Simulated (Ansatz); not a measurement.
# BO (doublet): wave-function methods side by side, cc-pVTZ

The task here is to estimate one member of a computed series from the others.

The runs use Ansatz 0.2.0, Gaussian basis; cc-pVTZ, core rule «outside noble gas», up to 2 orbitals frozen.

The runs, in order: UHF; CCSD(T) on ROHF; CCSD(T) on UHF; BCCD(T) on ROHF; CISD as a restricted active space (open shells left free, so some higher excitations enter); CCSDT(Q) on ROHF; CCSDT(Q) on UHF; CASSCF and MRCISD+Q, 9 electrons in 8 orbitals; CASSCF and NEVPT2, 9 electrons in 8 orbitals.

16 further runs of the same task are left out: 2 for a known fault of the program, 3 that didn't finish, 11 set aside as unsound or not needed. Runs told in other sessions of the task aren't counted.

## What is computed

The geometry is a PBE0/def2-TZVP stationary point (not a proven minimum).

2 atoms, charge 0, spin multiplicity 2.

Atoms are counted from 1 here; the program's logs count them from 0.

Bond lengths: B1–O2 1.201 Å.

The first run:

Input file in.yaml:

```yaml
crystal:
  periodic: [false, false, false]
  atoms:
    - {symbol: B, position_ang: [0.000000, 0.000000, 0.000000]}
    - {symbol: O, position_ang: [0.000000, 0.000000, 1.200581]}
basis:
  gaussian: {orbitals: cc-pVTZ}
magnetization: {spin_polarized: true, initial_magnetization: 1}
hamiltonian: {xc: hf}
output: {orbitals: {seedname: orbitals}}
```

Launch:

```sh
$ ansatz run in.yaml --threads 1 --pin off --events-out ev --progress --plain --max-ram 2393MiB
```

Among the steps run: UHF; CCSD(T) on ROHF; CCSD(T) on UHF; BCCD(T) on ROHF; CISD as a restricted active space (open shells left free, so some higher excitations enter); CCSDT(Q) on ROHF; CCSDT(Q) on UHF; CASSCF and MRCISD+Q, 9 electrons in 8 orbitals; CASSCF and NEVPT2, 9 electrons in 8 orbitals.

One of the session's tables, all rows but one given; the rest of the session is left out.

It belongs to the step «Misses and costs». 

```
          method  from UCCSDT(Q) (meV)
            ROHF               +8660.2
             UHF                     ?
            RMP2                +440.9
            UMP2                +464.4
            CISD                +897.8
           RCCSD                +435.1
           UCCSD                +434.2
        RCCSD(T)                 +38.3
        UCCSD(T)                 +43.8
         BCCD(T)                 +39.0
          RCCSDT                 +28.6
          UCCSDT                 +29.0
       RCCSDT(Q)                  +9.2
       UCCSDT(Q)                     0
  CASSCF valence               +5346.1
  NEVPT2 valence                +948.9
  MRCISD valence                +287.2
MRCISD+Q valence                 +59.7
```

**Question.** Estimate the row for UHF.

**Answer.** from UCCSDT(Q) (meV): +8568.1. In the column «from UCCSDT(Q) (meV)» it lies between CASSCF valence (+5346.1) and ROHF (+8660.2).

With the free atoms at the same levels and basis (separate runs), the atomisation energy is 8.128 eV at UCCSDT(Q), 8.113 eV at RCCSD(T), 8.104 eV at UCCSD(T), 5.972 eV at ROHF.

Caveats from the session: Restricted and unrestricted rows rest on different reference determinants; a gap between their highest levels can come from leftover correlation error, from unlike frozen cores or from another state.
